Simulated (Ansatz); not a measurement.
A made-up structure of Al₂BH₅, singlet:

Al1  (-1.083, 1.314, -0.829)
B2  (0.587, 0.435, 0.091)
Al3  (0.781, -1.538, 0.782)
H4  (0.533, 0.005, 1.157)
H5  (-2.220, 2.010, 0.045)
H6  (1.548, 1.149, 0.241)
H7  (1.303, -2.690, -0.188)
H8  (0.352, -1.924, 2.268)
(Å)

It is relaxed with PBE-D4/def2-SVP and then PBE0-D4/def2-TZVP (Ansatz 0.2.0). Atoms count as bonded within 1.22 times the sum of their covalent radii (H–H: 0.88 Å). The end point is not checked to be a true minimum.

Does its bonding change? (Judge from chemistry; the calculation decides.)

Computed: Yes. Formed: Al1–Al3, Al1–H4, Al1–H8; broken: Al3–H4.

Where it ends: The first stage lowers the energy by 2.99 eV in 28 steps. It ends as Al₂BH₅ ([H]1[BH]2[AlH]3[H][AlH]123):
```
atom    x (Å)    y (Å)    z (Å)
 Al1  -0.8820   0.3110   0.2024
  B2   1.1494   0.5807   0.1616
 Al3   0.9760  -1.3829   0.5741
  H4   0.4894   1.1628   1.0943
  H5  -2.3291   0.9068   0.4463
  H6   1.9257   1.3141  -0.3613
  H7   1.1969  -2.9329   0.3482
  H8  -0.7246  -1.1995   1.1014
```

Labels in which every atom is bracketed show which atoms are joined, not bond orders.

For scale, one of the runs: PBE0-D4/def2-TZVP relaxation, 135 basis functions, launched by `ansatz run in.yaml --threads 2 --pin off --events-out ev --progress --plain --max-ram 4352MiB`. The run took about 21 s on 2 CPU threads of an Arm Neoverse V1 (shared host).
